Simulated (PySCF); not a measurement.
# One shape, several levels: BNH3Cl (SMILES NBCl)

We compute a comparison of 5 runs (HF/STO-3G, B3LYP/6-31G*, wB97X/6-311G**, MP2/6-311G**, CCSD(T)/6-31G) of BNH3Cl. 

The calculation is run with PySCF 2.14.0.

**1. The molecule**

BNH3Cl has 6 atoms, charge 0, and is taken as a singlet. As SMILES, `NBCl`. The coordinates come from a PBE0-D4/def2-TZVP relaxation.

Bond lengths: N1–B2 1.383 Å, B2–Cl3 1.768 Å, N1–H4 1.005 Å, N1–H5 1.006 Å, B2–H6 1.191 Å. Angles: N1–B2–Cl3 119.7°, N1–B2–H6 121.5°, Cl3–B2–H6 118.8°, B2–N1–H4 122.2°, B2–N1–H5 123.2°, H4–N1–H5 114.7°.

**2. Energy and gradient at HF/STO-3G (run 1)**

job.py reads:

```python
import pyscf.grad
from pyscf import gto, scf

system = gto.M(
    atom=[
    ('N', (-0.395600, -0.007800, -0.658000)),
    ('B', (0.369600, -0.158900, 0.483700)),
    ('Cl', (0.529900, 1.189300, 1.616000)),
    ('H', (-0.511800, -0.749300, -1.326600)),
    ('H', (-0.878600, 0.844500, -0.888200)),
    ('H', (0.928800, -1.181900, 0.727100)),
],
    charge=0,
    basis='sto-3g',
    verbose=3,
    max_memory=1860,
)

mf = scf.RHF(system)
mf.conv_tol = 1e-10
mf.kernel()
if not mf.converged:
    mf = mf.newton().run(mf.mo_coeff, mf.mo_occ)

etot = mf.e_tot
print('Final energy', etot)
grad = mf.Gradients().kernel()
mf.analyze()
```

Launch:

```bash
$ OMP_NUM_THREADS=1 python job.py
```

The program printed:

```text
converged SCF energy = -534.524202798841
Final energy -534.5242027988406
--------------- RHF gradients ---------------
         x                y                z
0 N    -0.0176122699     0.0028525057    -0.0266933850
1 B    -0.0015952025     0.0279770132     0.0155531680
2 Cl    -0.0012532038    -0.0120394504    -0.0098370227
3 H     0.0029208185     0.0097214527     0.0110170816
4 H     0.0075739189    -0.0110402039     0.0051298854
5 H     0.0099659389    -0.0174713172     0.0048302727
----------------------------------------------
**** MO energy ****
MO #1   energy= -103.660910395225  occ= 2
MO #2   energy= -15.3667910282547  occ= 2
MO #3   energy= -10.3467348639162  occ= 2
MO #4   energy= -7.79033643298094  occ= 2
MO #5   energy= -7.78584235020379  occ= 2
MO #6   energy= -7.78535007530722  occ= 2
MO #7   energy= -7.47031608421549  occ= 2
MO #8   energy= -1.13603908709901  occ= 2
MO #9   energy= -1.00194847525275  occ= 2
MO #10  energy= -0.678223453299098 occ= 2
MO #11  energy= -0.657935623234344 occ= 2
MO #12  energy= -0.539881792885099 occ= 2
MO #13  energy= -0.450243409707912 occ= 2
MO #14  energy= -0.440747465402412 occ= 2
MO #15  energy= -0.373300678505721 occ= 2
MO #16  energy= -0.367652278268795 occ= 2
MO #17  energy= 0.299443205877725  occ= 0
MO #18  energy= 0.482903862771602  occ= 0
MO #19  energy= 0.58416026350083   occ= 0
MO #20  energy= 0.645497176233675  occ= 0
MO #21  energy= 0.840274565286684  occ= 0
MO #22  energy= 0.880192272404423  occ= 0
 ** Mulliken atomic charges  **
charge of    0N =     -0.23625
charge of    1B =      0.16746
charge of    2Cl =     -0.18448
charge of    3H =      0.15083
charge of    4H =      0.15168
charge of    5H =     -0.04925
Dipole moment(X, Y, Z, Debye): -1.21922, -1.28771, -2.80796
```

Run time: 1.4 s. Hardware: 1 thread of Intel Xeon at 2.70GHz, shared host; peak memory 0.12 GiB.

**3. Energy and forces at B3LYP/6-31G(d) (Cartesian functions) (run 2)**

run.py reads:

```python
import pyscf.grad
from pyscf import gto, dft

molecule = gto.Mole()
molecule.atom = '''
N   -0.395600  -0.007800  -0.658000
B    0.369600  -0.158900   0.483700
Cl   0.529900   1.189300   1.616000
H   -0.511800  -0.749300  -1.326600
H   -0.878600   0.844500  -0.888200
H    0.928800  -1.181900   0.727100
'''
molecule.charge = 0
molecule.verbose = 4
molecule.basis = '6-31g*'
molecule.cart = True
molecule.max_memory = 1860
molecule.spin = 0
molecule.build()

mf = dft.RKS(molecule, xc='b3lyp')
mf.conv_tol = 1e-10
mf.grids.level = 5
mf.kernel()
if not mf.converged:
    mf = mf.newton().run(mf.mo_coeff, mf.mo_occ)

e_final = mf.e_tot
print('E(%s) = %.9f' % ('B3LYP', e_final))
grad = mf.Gradients().kernel()
mf.analyze()
```

Launch:

```bash
$ OMP_NUM_THREADS=1 python run.py
```

The program printed:

```text
PySCF version 2.14.0

[... 89 lines left out ...]
Total Energy =                        -541.690428724528374
[... 7 lines left out ...]
MO #1   energy= -101.524361244081  occ= 2
[... 5 lines left out ...]
MO #7   energy= -6.7898206669734   occ= 2
[... 5 lines left out ...]
MO #13  energy= -0.367632566931759 occ= 2
[... 5 lines left out ...]
MO #19  energy= 0.104658044982734  occ= 0
[... 5 lines left out ...]
MO #25  energy= 0.431099987393964  occ= 0
[... 5 lines left out ...]
MO #31  energy= 0.728564249477955  occ= 0
[... 5 lines left out ...]
MO #37  energy= 0.907935197354657  occ= 0
[... 5 lines left out ...]
MO #43  energy= 1.25568670011743   occ= 0
[... 5 lines left out ...]
MO #49  energy= 2.16222582861688   occ= 0
[... 5 lines left out ...]
MO #55  energy= 4.29999631809319   occ= 0
[... 25 lines left out ...]
pop of  1  B 3pz          0.01548
pop of  1  B 3dxx         0.00181
pop of  1  B 3dxy         0.00163
pop of  1  B 3dxz         0.00195
pop of  1  B 3dyy         0.00179
pop of  1  B 3dyz         0.00287
pop of  1  B 3dzz         0.00155
pop of  2 Cl 1s           1.99999
pop of  2 Cl 2s           1.99969
pop of  2 Cl 3s           1.81334
pop of  2 Cl 4s           0.00525
pop of  2 Cl 2px          1.99996
pop of  2 Cl 2py          1.99994
pop of  2 Cl 2pz          1.99994
pop of  2 Cl 3px          1.89363
pop of  2 Cl 3py          1.65554
pop of  2 Cl 3pz          1.73313
pop of  2 Cl 4px          0.00129
pop of  2 Cl 4py          0.00485
pop of  2 Cl 4pz          0.00356
pop of  2 Cl 3dxx         0.00139
pop of  2 Cl 3dxy         0.00086
pop of  2 Cl 3dxz         0.00063
pop of  2 Cl 3dyy         0.00102
pop of  2 Cl 3dyz         0.00512
pop of  2 Cl 3dzz         0.00072
pop of  3  H 1s           0.75026
pop of  3  H 2s           0.01347
pop of  4  H 1s           0.75397
pop of  4  H 2s           0.01400
pop of  5  H 1s           0.98541
pop of  5  H 2s           0.00546
 ** Mulliken atomic charges  **
charge of    0N =     -0.38569
charge of    1B =      0.02811
charge of    2Cl =     -0.11986
charge of    3H =      0.23628
charge of    4H =      0.23203
charge of    5H =      0.00913
Dipole moment(X, Y, Z, Debye): -1.28292, -0.78201, -2.58401
```

It took 14 s on 1 thread of Intel Xeon at 2.70GHz, shared host; peak memory 0.56 GiB.

Runs 3 to 4 aren't shown in full; the table further down has their settings and results.

**4. A single-point energy at CCSD(T)/6-31G (run 5)**

run.py reads:

```python
from pyscf import gto, cc

mol = gto.Mole()
mol.atom = '''
N       -0.395600      -0.007800      -0.658000
B        0.369600      -0.158900       0.483700
Cl       0.529900       1.189300       1.616000
H       -0.511800      -0.749300      -1.326600
H       -0.878600       0.844500      -0.888200
H        0.928800      -1.181900       0.727100
'''
mol.verbose = 4
mol.spin = 0
mol.max_memory = 1860
mol.basis = '6-31g'
mol.build()

myscf = mol.RHF()
myscf.conv_tol = 1e-10
myscf.kernel()
if not myscf.converged:
    myscf = myscf.newton().run(myscf.mo_coeff, myscf.mo_occ)

mycc = cc.CCSD(myscf, frozen=7)
mycc.kernel()
e_t = mycc.ccsd_t()
e_tot = mycc.e_tot + e_t
print('E = %.10f Eh' % e_tot)
dip = myscf.dip_moment()
pop, q = myscf.mulliken_pop()
```

Launch:

```bash
$ OMP_NUM_THREADS=1 python run.py
```

The program printed:

```text
PySCF version 2.14.0

[... 60 lines left out ...]
converged SCF energy = -540.400025543639
[... 12 lines left out ...]
Init t2, MP2 energy = -540.603162643343  E_corr(MP2) -0.203137099704091
[... 11 lines left out ...]
CCSD converged
[... 3 lines left out ...]
Dipole moment(X, Y, Z, Debye): -1.22144, -1.33796, -2.84415
[... 5 lines left out ...]
pop of  0 N 2py           0.78943
pop of  0 N 2pz           0.85624
pop of  0 N 3px           0.70854
pop of  0 N 3py           0.54146
pop of  0 N 3pz           0.55607
pop of  1 B 1s            1.99738
pop of  1 B 2s            0.58409
pop of  1 B 3s            0.23583
pop of  1 B 2px           0.35912
pop of  1 B 2py           0.55580
pop of  1 B 2pz           0.47539
pop of  1 B 3px           0.11566
pop of  1 B 3py           0.15377
pop of  1 B 3pz           0.03191
pop of  2 Cl 1s           1.99972
pop of  2 Cl 2s           1.99829
pop of  2 Cl 3s           1.35092
pop of  2 Cl 4s           0.62933
pop of  2 Cl 2px          1.99448
pop of  2 Cl 2py          1.99349
pop of  2 Cl 2pz          1.99380
pop of  2 Cl 3px          1.26287
pop of  2 Cl 3py          1.16671
pop of  2 Cl 3pz          1.19896
pop of  2 Cl 4px          0.66027
pop of  2 Cl 4py          0.47268
pop of  2 Cl 4pz          0.52783
pop of  3 H 1s            0.50739
pop of  3 H 2s            0.12178
pop of  4 H 1s            0.50472
pop of  4 H 2s            0.11891
pop of  5 H 1s            0.53077
pop of  5 H 2s            0.49794
 ** Mulliken atomic charges  **
charge of    0N =     -0.96020
charge of    1B =      0.49104
charge of    2Cl =     -0.24934
charge of    3H =      0.37084
charge of    4H =      0.37637
charge of    5H =     -0.02871
```

Run time: 1.8 s. Hardware: 1 thread of Intel Xeon at 2.70GHz, shared host; peak memory 0.13 GiB.

**5. Overview of the runs**

```csv
run,level,Cartesian functions,integration grid,energy (Eh),dipole moment (D) of the reference,HOMO energy (eV),LUMO energy (eV),wall time
1,HF/STO-3G,no,–,-534.524203,3.32,-10.00,8.15,1.4 s
2,B3LYP/6-31G* (Cartesian functions),yes,5,-541.690429,2.99,-7.89,0.46,14 s
3,wB97X/6-311G**,no,5,-541.703023,3.06,-10.86,2.59,29 s
4,MP2/6-311G**,no,–,-540.911076,3.00,-11.72,4.07,11 s
5,CCSD(T)/6-31G,no,–,-540.631377,3.37,-11.71,4.30,1.8 s
```

**6. What came out**

| quantity | value |
| --- | --- |
| run 5: total energy | -540.63138 Eh |
| run 5: dipole moment (Hartree–Fock density) | 3.37 D |
| run 5: HOMO energy (Hartree–Fock orbitals) | -11.71 eV |
| run 5: LUMO energy (Hartree–Fock orbitals) | 4.30 eV |
| run 5: HOMO–LUMO gap (Hartree–Fock orbitals) | 16.01 eV |
| run 5: correlation energy (7 core orbitals frozen) | -231.4 mEh |
| run 5: (T) correction | -5.16 mEh |
| run 5: T1 diagnostic | 0.014 |

What this shows: Over runs 1, 2, 3 the dipole moment (its size) runs from 2.99 D (B3LYP/6-31G*) to 3.32 D (HF/STO-3G). The two ends differ in method and basis. Over runs 1, 2, 3 the HOMO–LUMO gap runs from 8.35 eV (B3LYP/6-31G*) to 18.15 eV (HF/STO-3G). Totals of different functionals can't be ranked against each other. In run 1 the basis is minimal, so the values are rough. All runs together took 57 s, the longest 29 s.
